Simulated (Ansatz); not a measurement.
`CNCF`, relaxed with RKS PBE0-D4/def2-TZVP in Ansatz 0.2.0 from a PBE-D4/def2-SVP geometry. The force threshold is 0.005 eV/Å; the program also tests the step.

Charge 0, multiplicity 1.

Start:

```xyz
10

C    -0.711   -1.008    0.027
N    -0.092    0.116   -0.662
C     0.557    1.070    0.144
F     1.658    0.564    0.881
H     0.005   -1.652    0.590
H    -1.457   -0.625    0.755
H    -1.256   -1.643   -0.699
H     0.505   -0.194   -1.437
H    -0.159    1.477    0.893
H     0.948    1.895   -0.491
```

Task: By how much does the energy fall, and how many steps does the optimiser take? (Estimate.)

Result: The calculation gave: 0.97 kcal/mol, in 6 steps.

Task: Which bonds change most? (Estimate.)

Result: Ansatz gave: C3–H9 from 1.113 to 1.093 Å; C3–H10 from 1.112 to 1.092 Å; C1–H5 from 1.115 to 1.096 Å; C1–H6 from 1.110 to 1.093 Å.

Task: Give the relaxed structure. (An estimate is asked.)

Result: Ansatz gave: 
```xyz
10

C    -0.705   -1.002    0.031
N    -0.086    0.109   -0.662
C     0.543    1.066    0.138
F     1.636    0.561    0.873
H     0.005   -1.637    0.574
H    -1.431   -0.613    0.750
H    -1.250   -1.620   -0.685
H     0.505   -0.195   -1.423
H    -0.158    1.456    0.881
H     0.941    1.875   -0.478
```
